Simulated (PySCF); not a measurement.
## Fractional electron number in Li⁻ (lithium, charge -1)

The 2s beta orbital of [He] 2s2 is emptied in steps (occupation f), with all orbitals relaxed, ending at [He] 2s1. Calculation: PySCF 2.14, in aug-cc-pVTZ-DK; scalar relativity by spin-free X2C-1e. The exact energy is a straight line in f; departures are measured from the line between the end points of the same method.

```
  f  LDA (eV)  PBE (eV)  PBE0 (eV)  BHandHLYP (eV)  HSE06 (eV)
  1     0.000     0.000      0.000           0.000       0.000
0.9    -0.130    -0.128     -0.089          -0.059      -0.117
0.7    -0.316    -0.308     -0.213          -0.148      -0.279
0.5    -0.390    -0.374     -0.258          -0.185      -0.337
0.3    -0.337    -0.314     -0.215          -0.162      -0.282
0.1    -0.147    -0.127     -0.086          -0.069      -0.113
  0     0.000     0.000      0.000           0.000       0.000
```

```csv
method,E(f=0) − E(f=1) (eV),−ε at f=1 (eV),−ε at f=0.5 (eV)
LDA,0.588,-0.819,0.524
PBE,0.511,-0.881,0.488
PBE0,0.494,-0.471,0.486
BHandHLYP,0.434,-0.191,0.392
HSE06,0.489,-0.784,0.475
```

Orbital energy along the path (eV):

| f | LDA | PBE | PBE0 | BHandHLYP | HSE06 |
| --- | --- | --- | --- | --- | --- |
| 1 | 0.819 | 0.881 | 0.471 | 0.191 | 0.784 |
| 0.9 | 0.593 | 0.647 | 0.311 | 0.115 | 0.565 |
| 0.7 | 0.078 | 0.116 | -0.063 | -0.108 | 0.072 |
| 0.5 | -0.524 | -0.488 | -0.486 | -0.392 | -0.475 |
| 0.3 | -1.188 | -1.130 | -0.928 | -0.721 | -1.055 |
| 0.1 | -1.892 | -1.747 | -1.343 | -1.071 | -1.597 |
| 0 | -2.100 | -0.585 | -0.146 | -0.986 | -0.281 |

As f goes to zero the orbital energy of a semilocal functional can turn back, because the density of that orbital vanishes from the exchange-correlation potential.

At f = 1 the orbital energy is positive for LDA, PBE, PBE0, BHandHLYP, HSE06: only the finite basis holds the electron.

Reference removal energy between the ground levels: 0.618 eV (measured; photodetachment measurements, as compiled on the Wikipedia data page of electron affinities).
